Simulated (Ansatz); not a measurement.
## Zone-centre TO phonon frequency of some cubic solids

Method: revPBE (Ansatz, a first-principles code, plane waves, PAW). References are measured values at room or unstated temperature, uncorrected unless marked, so that the deviations hold thermal and zero-point effects besides the level's error.

Values in cm⁻¹.

```tsv
solid	reference	revPBE	deviation (%)
zinc-blende InP	307	278	-9.4
zinc-blende GaP	366	338	-7.7
cubic BN	1055	1015	-3.8
zinc-blende AlAs	361	341	-5.5
zinc-blende BP	794	793	-0.1
3C-SiC	796	769	-3.4
rock-salt MgO	396	350	-11.6
zinc-blende GaAs	271	247	-8.9
```

Over these 8 solids the mean deviation is -6.3 %, the mean absolute deviation 6.3 % (median 6.6 %), and the worst case rock-salt MgO at -11.6 %; the value is below the reference in 8 of 8 cases.

Spin–orbit coupling is left out, also for the solids with elements from indium on (zinc-blende InP); its size isn't shown.

Differences are worked out from the printed values.

Each level is taken at its own relaxed cell. Ansatz's density-functional and Hartree–Fock values are scalar-relativistic unless marked +SOC, with PAW data made under PBE.

Not in this set, of the solids of all kinds but layered and molecular ones with a reference value in our tables and a result at some level: 30 for no value at revPBE (not run, a failed fit, an unstable or unbound cell, or a value held back for tests); 7 for a reference of another kind, counted apart; 3 for a doubt noted on the run at revPBE; 1 for a run that failed a test (revPBE); 1 for sources at odds. These can be a level's best or worst cases. At least 7 more with a reference value are held back for tests. Solids without a released value at any level aren't counted. The metals Ce to Yb are counted apart.

References as tabulated in Han and Bester (2011), arXiv:1107.0196; Ioffe Institute, NSM Archive: InP, mechanic properties page; Ioffe Institute, NSM Archive: BN, mechanic properties page; Giannozzi et al., Phys. Rev. B (1991) and others.
